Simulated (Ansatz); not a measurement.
A made-up structure of CH2Cl (charge -1), singlet:

```
4
angstrom
C 0.3393 -0.3085 0.2252
Cl -0.3887 1.0578 0.5747
H -0.6744 -0.8500 0.0022
H 0.7238 0.1007 -0.8021
```

It is relaxed with PBE-D4/def2-SVPD and then PBE0-D4/def2-TZVPD (Ansatz 0.2.0). Atoms count as bonded within 1.22 times the sum of their covalent radii (H–H: 0.88 Å). The end point is not checked to be a true minimum.

(1) Does its bonding change? (A judgement: the text doesn't fix the answer.)

Results:

(1) The calculation gives: No: no bond forms or breaks.

Where it ends: The first stage lowers the energy by 1.67 eV in 7 steps. It ends as CH₂Cl ([CH2][Cl]), total charge -1:
```tsv
atom	x (Å)	y (Å)	z (Å)
C1	0.3332	-0.3489	0.1668
Cl2	-0.4542	1.2957	0.7421
H3	-0.5868	-0.9135	-0.0821
H4	0.7078	-0.0333	-0.8268
```

Labels in which every atom is bracketed show which atoms are joined, not bond orders.

For scale, one of the runs: PBE0-D4/def2-TZVPD relaxation, 101 basis functions, launched by `ansatz run in.yaml --threads 2 --pin off --events-out ev --progress --plain --max-ram 4352MiB`. The run took about 13 s on 2 CPU threads of an Intel Xeon (shared host).
